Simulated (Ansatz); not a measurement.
**CH3AlF− (SMILES F[CH-][AlH2]): single points off equilibrium**

Aim: energy, forces and dipole at a structure displaced at random from a GFN2-xTB minimum, from CCSD(T) and from density functionals.

Computed with Ansatz 0.2.0, Gaussian basis. Level: single points in def2-TZVPPD.

Correlated methods freeze the cores.

### 1 The system as given

SMILES `F[CH-][AlH2]`, 6 atoms, charge -1, spin multiplicity 1.

Atoms are counted from 1 here; the program's logs count them from 0.

Bond lengths: F1–C2 1.460 Å, C2–Al3 2.049 Å, C2–H4 1.145 Å, Al3–H5 1.585 Å, Al3–H6 1.680 Å. Angles: F1–C2–Al3 112.6°, F1–C2–H4 118.9°, Al3–C2–H4 109.2°, C2–Al3–H5 140.3°, C2–Al3–H6 120.9°, H5–Al3–H6 98.2°.

Geometry (Å):

```xyz
6

F    -1.2672   -1.7306   -0.5070
C    -0.2436   -1.1143    0.3321
Al    0.1086    0.8427   -0.1641
H     0.7569   -1.6532    0.4688
H     0.3699    1.7497   -1.4372
H     0.4681    1.9813    1.0179
```

### 2 CCSD(T)/def2-TZVPPD

run/in.yaml

```yaml
crystal:
  periodic: [false, false, false]
  atoms:
    - {symbol: F, position_ang: [-1.267200, -1.730600, -0.507000]}
    - {symbol: C, position_ang: [-0.243600, -1.114300, 0.332100]}
    - {symbol: Al, position_ang: [0.108600, 0.842700, -0.164100]}
    - {symbol: H, position_ang: [0.756900, -1.653200, 0.468800]}
    - {symbol: H, position_ang: [0.369900, 1.749700, -1.437200]}
    - {symbol: H, position_ang: [0.468100, 1.981300, 1.017900]}
basis:
  gaussian: {orbitals: "def2-TZVPPD.json"}
total_charge: -1
correlation: {method: ccsd_t}
output: {forces: true}
```

The basis file named in the input lies beside it (Basis Set Exchange, JSON).

The command line of these runs was not kept.

### 3 PBE0-D4/def2-TZVPPD

Changes to run/in.yaml since step 2:

```diff
@@ -12,3 +12,3 @@
 total_charge: -1
-correlation: {method: ccsd_t}
-output: {forces: true}
+hamiltonian: {xc: pbe0, dispersion: d4}
+output: {forces: true, orbitals: {seedname: orbitals}}
```

### 4 wB97M-V/def2-TZVPPD

Changes to run/in.yaml since step 3:

```diff
@@ -12,3 +12,3 @@
 total_charge: -1
-hamiltonian: {xc: pbe0, dispersion: d4}
-output: {forces: true, orbitals: {seedname: orbitals}}
+hamiltonian: {xc: {name: wB97M-V}}
+output: {forces: true}
```

### 5 r2SCAN-D4/def2-TZVPPD

Changes to run/in.yaml since step 4:

```diff
@@ -12,3 +12,3 @@
 total_charge: -1
-hamiltonian: {xc: {name: wB97M-V}}
+hamiltonian: {xc: r2scan, dispersion: d4}
 output: {forces: true}
```

### 6 PBE-D4/def2-TZVPPD

Changes to run/in.yaml since step 5:

```diff
@@ -12,3 +12,3 @@
 total_charge: -1
-hamiltonian: {xc: r2scan, dispersion: d4}
+hamiltonian: {xc: pbe, dispersion: d4}
 output: {forces: true}
```

### 7 SPW92/def2-TZVPPD

Changes to run/in.yaml since step 6:

```diff
@@ -12,3 +12,3 @@
 total_charge: -1
-hamiltonian: {xc: pbe, dispersion: d4}
+hamiltonian: {xc: lda}
 output: {forces: true}
```

### 8 LC-wPBE/def2-TZVPPD

Changes to run/in.yaml since step 7:

```diff
@@ -12,3 +12,3 @@
 total_charge: -1
-hamiltonian: {xc: lda}
+hamiltonian: {xc: {name: LC-wPBE}}
 output: {forces: true}
```

(Steps that only read results are left out.)

**Question.** What will these runs give? Wanted: RMS force component; RMS force error; HOMO and LUMO, PBE0-D4; T1 diagnostic.

The runs gave:

| quantity | value |
| --- | --- |
| RMS force component | 0.844 to 1.012 eV/Å over the methods |
| RMS force error | PBE0-D4 0.132, wB97M-V 0.142, r2SCAN-D4 0.069, PBE-D4 0.110, SPW92 0.282, LC-wPBE 0.196 eV/Å |
| HOMO and LUMO, PBE0-D4 | 0.53 and 3.17 eV |
| T1 diagnostic | 0.031 |

What this shows: On forces the order runs from r2SCAN-D4 to SPW92. Frozen-core CCSD(T) forces in triple zeta carry basis errors of their own, and this is one geometry, so small gaps rank nothing. The T1 diagnostic is large here, over the usual mark for main-group molecules (transition-metal compounds often pass it harmlessly), so CCSD(T) itself may be off. The restricted Hartree–Fock reference is unstable towards an unrestricted one at one or more of these structures.
